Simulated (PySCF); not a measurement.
Gas-phase reaction: 3 CH3SiH3 + C6H6 = 3 (CH3)2Si + C3H6 (propylene)

Computed with PySCF and rigid-rotor harmonic-oscillator thermochemistry at 1 bar. † marks an energy on the PBE0/def2-TZVP geometry and frequencies. MP2 freezes the core. All species are closed-shell singlets. No R ln 2 is added for the mirror-image form of (CH3)2Si. (CH3)2Si: computed as isolated molecules; such fragments, hydroxides, amides, oligomers or adducts are transient or little studied in the gas. MP2 isn't extrapolated to the basis-set limit; its ΔH°(298 K) is 529.5 kJ in def2-SVP and 507.9 kJ in def2-TZVPP. The harmonic model lacks anharmonicity and excited electronic states, which grow with temperature; levels with a mode under 35 cm⁻¹ are left out. Internal rotation in CH3SiH3, (CH3)2Si, C3H6 (propylene) is treated as a harmonic vibration of one conformer, which makes the entropy rough.

| level | ΔE electronic, kJ | ΔH°(298 K), kJ | ΔS°(298 K), J/K | ΔG°(1400 K), kJ |
|---|---|---|---|---|
| BLYP/def2-TZVP† | 415 | 449 | 121 | 271 |
| HF/def2-TZVP† | 470 | 504 | 121 | 326 |
| MP2/def2-SVP† | 496 | 530 | 121 | 352 |
| r2SCAN/def2-TZVP† | 468 | 502 | 121 | 324 |
| LDA/def2-TZVP† | 444 | 478 | 121 | 300 |
ΔH° is lowest at BLYP/def2-TZVP† and highest at MP2/def2-SVP†. No reference value is set beside these.
